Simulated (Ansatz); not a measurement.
## AlGe, doublet: the ladder up to full CI

Geometry: a point of a stretch scan, not a stationary point.

```yaml
atoms:
  - { symbol: Ge, position_ang: [0.0000, 0.0000, 0.0000] }
  - { symbol: Al, position_ang: [0.0000, 0.0000, 5.3260] }
```

Basis cc-pVDZ; Ansatz 0.2.0. Only valence electrons are correlated (noble-gas cores and the filled d shells of p-block atoms frozen), which leaves 7 electrons in 26 orbitals. R marks a restricted (for open shells ROHF) determinant, U an unrestricted one. Active spaces: pair = (3e, 3o) about the gap; valence = (7e, 8o) chosen from the atoms' valence shells. No spin–orbit coupling is included, and no scalar relativity.

Full CI is exact within this basis and frozen core; it isn't the basis-set limit. The frozen core follows each run's orbitals, which can shift R against U totals by a few meV for light atoms and by up to 0.1 eV past Ca.

- UHF ⟨S²⟩: 1.774
- T1 diagnostic (RCCSD): 0.3249
- largest doubles amplitude (RCCSD): 0.133

```csv
level,E − E(full CI) (mEh),wall time
RHF†,170.02,–
RMP2†,75.97,–
RCCSD*†,4.99,–
RCCSD(T)*†,-0.50,25 s
BCCD(T)*†,2.15,25 s
RCCSDT*†,1.49,–
RCCSDT(Q)*†,0.69,86 s
```

An asterisk marks runs whose energy the program itself flagged as in doubt. A dagger marks rows that describe another state than the reference (another or a broken symmetry, a higher spin or other natural occupations), so the difference isn't the method's error.

Run but not shown, since their state, orbitals or frozen core can't be matched to the reference's or they repeat it: UHF, UMP2, CISD, UCCSD, UCCSD(T), UCCSDT, UCCSDT(Q), CASSCF (pair space), NEVPT2 (pair space), MRCISD (pair space), MRCISD+Q (pair space), CASSCF (valence space), NEVPT2 (valence space), MRCISD (valence space), MRCISD+Q (valence space).

Times hold each run's SCF and search for its determinant on a shared host, so for small cases they say little of a method's own cost; they ran on 1 thread of Arm Neoverse V1.

The restricted determinant belongs to another symmetry than the lowest state (A2); the lowest full-CI state of the determinant's symmetry (B1) lies 0.019 eV higher, and methods that keep that symmetry describe that state.

The full-CI state has the irrep A2 of C2v, in the program's axes (one component, if the state is degenerate).

Natural occupations of full CI about the gap: 1.927 1.886 0.874 0.857 0.743 0.277 0.172 0.154 0.011 0.009; effectively unpaired electrons, Σ n²(2−n)², 3.28. No single determinant describes this state well, so single-reference rows can miss without a flag.
